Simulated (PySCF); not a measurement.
Species: C2H5P2 (charge -1).
Numbering: `[CH2:1]=[CH:2][P-:3][PH2:4]` (hydrogens: H5, H6 on C1; H7 on C2; H8, H9 on P4)

The same species was optimised twice, with GFN2-xTB and with PBE0-D3(BJ)/def2-SVP (PySCF), and the same property calculations (PySCF, gas phase) were run on both structures.

```csv
coordinate,GFN2-xTB,PBE0-D3(BJ)/def2-SVP,change
P3–P4 (Å),2.110,2.181,+0.071
P4–H8 (Å),1.398,1.445,+0.047
P4–H9 (Å),1.398,1.446,+0.048
C1=C2 (Å),1.338,1.359,+0.021
C2–P3 (Å),1.778,1.799,+0.021
C1–H6 (Å),1.078,1.097,+0.019
C2–H7 (Å),1.088,1.103,+0.015
C1–H5 (Å),1.082,1.096,+0.014
P3–P4–H8 (°),100.7,103.9,+3.2
C1–C2–H7 (°),119.2,116.2,-3.0
P3–P4–H9 (°),101.0,103.9,+2.9
C1–C2–P3 (°),125.5,127.9,+2.4
H8–P4–H9 (°),89.1,90.0,+0.9
P3–C2–H7 (°),115.4,115.9,+0.5
C2–C1–H5 (°),121.8,121.4,-0.4
C2–C1–H6 (°),121.6,121.9,+0.3
C1–C2–P3–P4 (°),180,180,0
```

Rotational constants: A = 13674, B = 2329, C = 2021 MHz (GFN2-xTB) against A = 12868, B = 2217, C = 1921 MHz (PBE0-D3(BJ)/def2-SVP). Point groups within 0.08 Å: Cs and Cs.

On the GFN2-xTB structure: HOMO (eV) 0.34 [PBE0/pcSseg-1]; LUMO (eV) 5.42 [PBE0/pcSseg-1]; GIAO shielding of C1 (ppm) 99.3 [PBE0/pcSseg-1]; GIAO shielding of C2 (ppm) 7.2 [PBE0/pcSseg-1]; GIAO shielding of P3 (ppm) 463.1 [PBE0/pcSseg-1]; GIAO shielding of P4 (ppm) 494.4 [PBE0/pcSseg-1].

**Question.** What do these properties become on the PBE0-D3(BJ)/def2-SVP structure?

**Answer.** 
```csv
property,level,on GFN2-xTB,on PBE0-D3(BJ)/def2-SVP,change
HOMO (eV),PBE0/pcSseg-1,0.34,0.20,-0.14
LUMO (eV),PBE0/pcSseg-1,5.42,5.31,-0.11
"energy, GFN2-xTB geometry as zero (kcal/mol)",PBE0/pcSseg-1,0.0,-3.3,-3.3
GIAO shielding of C1 (ppm),PBE0/pcSseg-1,99.3,94.4,-4.9
GIAO shielding of C2 (ppm),PBE0/pcSseg-1,7.2,4.3,-2.9
GIAO shielding of P3 (ppm),PBE0/pcSseg-1,463.1,417.4,-45.7
GIAO shielding of P4 (ppm),PBE0/pcSseg-1,494.4,454.3,-40.1
```

The heavy atoms differ by 0.044 Å rms after alignment. Among all bonds P3–P4 changes most (+0.071 Å). Changes are differences of the printed values. Neither structure is proved a minimum here. The structure is a single PBE0-D3(BJ)/def2-SVP conformer in the gas phase; no vibrational or solvent corrections. The geometry's basis has no diffuse functions, a weakness for an anion.

Conformer computed: `[CH2:1]=[CH:2][P-:3][PH2:4]`: C1–C2–P3–P4 180°, H–P4–P3–C2 -133°, H–P4–P3–C2 133°.
